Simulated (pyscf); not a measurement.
PySCF, gas phase, ωB97X-D3(BJ)/def2-SVP geometries. Correlated levels are frozen-core, on RHF or UHF. ΔMP2 is the change of the MP2 total energy from the triple- to the quadruple-zeta basis.

How much does it cost (ΔH, 298 K, CCSD(T)/def2-TZVPP + ΔMP2(QZVPP)) to split `[CH][OH]` [singlet] at its H–O bond into •HC=O + H•?

H–O to •HC=O + H•: 36.4 kcal/mol. The radicals are drawn with the spin at the cut bond; how far it spreads was not checked. :HC–OH [singlet] lies 50.7 kcal/mol over its isomer H₂C=O (electronic energy, ωB97M-D3(BJ)). The CCSD(T) − MP2 part came from Ansatz, without density fitting, on the same reference.
